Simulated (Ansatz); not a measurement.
# GeH₂⁺, doublet: bend scan

Starting geometry (PBE0/def2-TZVP stationary point for this spin, not checked as a minimum):

```json
{"atom": "Ge", "x (Å)": "0.0000", "y (Å)": "-0.0207", "z (Å)": "0.0000"}
{"atom": "H", "x (Å)": "0.0000", "y (Å)": "0.7445", "z (Å)": "-1.3499"}
{"atom": "H", "x (Å)": "0.0000", "y (Å)": "0.7445", "z (Å)": "1.3499"}
```

From there the angle named below is changed in its plane at fixed bond lengths, both arms turning rigidly about the middle atom; atoms are numbered as listed. Energies are in kcal/mol, counted from the starting geometry at the same level.

Basis aug-cc-pVDZ; Ansatz 0.2.0. Correlated methods freeze the noble-gas cores and the filled d shells of p-block atoms. Prefix R: restricted or restricted open-shell reference. No spin–orbit coupling is included, and no scalar relativity.

Full CI is exact within this basis and frozen core; it isn't the basis-set limit.

```tsv
angle H2-Ge1-H3 (°)	RHF
67.2	43.6
85.1	17.8
104.0	3.7
120.9	0.0
125.0	0.2
143.1	5.3
159.9	15.1
180.0	26.3
```

Estimate the full CI curve in aug-cc-pVDZ from this one, knowing how RHF errs.

The computed full CI values, in kcal/mol from the starting point, and the error of RHF against them:
| angle H2-Ge1-H3 (°) | full CI | RHF less full CI |
| --- | --- | --- |
| 67.2 | 38.2 | 5.4 |
| 85.1 | 15.4 | 2.4 |
| 104.0 | 3.1 | 0.6 |
| 120.9 | 0.0 | 0.0 |
| 125.0 | 0.2 | 0.0 |
| 143.1 | 4.8 | 0.4 |
| 159.9 | 13.6 | 1.5 |
| 180.0 | 21.9 | 4.4 |

The error spans 5.4 kcal/mol and is largest, 5.4 kcal/mol, at 67.2 °.
